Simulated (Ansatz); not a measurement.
Basis sets compared for the cluster Si2S⁺. Charge 1, multiplicity 2. Geometry PBE-D4/def2-TZVP. Ansatz on 4 threads of Arm Neoverse V2 on a shared host; times are rough, and most runs start from earlier orbitals.

```
atom   x (Å)   y (Å)   z (Å)
 Si1   0.403  -1.226   0.553
 Si2  -0.589   1.138   0.576
  S3   0.186   0.089  -1.128
```

The structure comes from a short search, and lower isomers may exist.

| level | functions | energy (Eh) | HOMO (eV) | LUMO (eV) | wall time |
| --- | --- | --- | --- | --- | --- |
| HF/STO-3G | 27 | -964.1827 | -11.86 | -2.54 | 0.1 s |
| HF/6-31G | 39 | -974.9514 | -14.95 | -6.62 | 0.15 s |
| PBE-D4/def2-SVP | 54 | -976.1034 | -11.74 | -10.68 | 0.55 s |
| PBE0-D4/def2-SVP | 54 | -976.1771 | -12.71 | -9.87 | 0.6 s |

(1) Estimate the rows for PBE-D4/def2-TZVP, PBE0-D4/def2-TZVP.

## Answers

(1) 
| level | functions | energy (Eh) | HOMO (eV) | LUMO (eV) | wall time |
| --- | --- | --- | --- | --- | --- |
| PBE-D4/def2-TZVP | 111 | -976.4482 | -11.62 | -10.51 | 0.95 s |
| PBE0-D4/def2-TZVP | 111 | -976.5210 | -12.59 | -9.66 | 1.8 s |
